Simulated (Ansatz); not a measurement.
## GaH, singlet: the ladder up to full CI

Geometry: that of the GaH⁻, doublet, kept fixed.

```yaml
atoms:
  - { symbol: Ga, position_ang: [0.0000, 0.0000, 0.0000] }
  - { symbol: H, position_ang: [0.0000, 0.0000, 1.7244] }
```

Basis aug-cc-pVTZ; Ansatz 0.2.0. Correlated methods freeze the noble-gas cores and the filled d shells of p-block atoms, which leaves 4 electrons in 68 orbitals. Prefix R: restricted or restricted open-shell reference. Active spaces: valence = (4e, 5o) chosen from the atoms' valence shells. No spin–orbit coupling is included, and no scalar relativity.

Full CI is exact within this basis and frozen core; it isn't the basis-set limit.

```
UHF ⟨S²⟩                          : 0.000
T1 diagnostic (RCCSD)             : 0.0122
largest doubles amplitude (RCCSD) : 0.045
```

| level | E − E(full CI) (meV) | share of correlation (%) | wall time |
| --- | --- | --- | --- |
| RHF | 2199 | 0.00 | – |
| RMP2 | 550 | 74.98 | – |
| RCCSD | 47 | 97.85 | – |
| RCCSD(T) | 11 | 99.52 | 1.2 s |
| BCCD(T) | 10 | 99.52 | 1.1 s |
| RCCSDT | 2 | 99.93 | – |
| RCCSDT(Q) | 0 | 99.99 | 7.5 s |
| CASSCF (valence space) | 1021 | 53.56 | – |
| NEVPT2 (valence space) | 334 | 84.83 | 2.3 s |
| MRCISD (valence space) | 30 | 98.64 | – |
| MRCISD+Q (valence space) | 4 | 99.81 | 3.1 s (H100) |

The correlation energy at full CI, counted from RHF, is -2.199 eV. That run took 7.5 s on 1 thread of AMD EPYC 7R13, shared host over 1,319,122 determinants.

Times hold each run's SCF and search for its determinant on a shared host, so for small cases they say little of a method's own cost; rows without a card ran on 1 thread of AMD EPYC 7R13.

The full-CI state has the irrep A1 of C2v, in the program's axes (one component, if the state is degenerate).

Natural occupations of full CI about the gap: 1.946 1.890 0.044 0.044 0.033 0.009 0.009 0.009 0.005 0.003; effectively unpaired electrons, Σ n²(2−n)², 0.07.
